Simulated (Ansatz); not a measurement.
Breaking a bond: Li₂, singlet.

Level of theory: full CI/cc-pVDZ, frozen core in Ansatz (a quantum-chemistry and plane-wave program).

Problem. Relative to R = 2.74 Å, what are the energies at R = 2.04, 2.99, 3.72, 4.59 Å?

Solution. 21.0 mEh at 2.04 Å, 1.5 mEh at 2.99 Å, 13.8 mEh at 3.72 Å, 27.0 mEh at 4.59 Å.
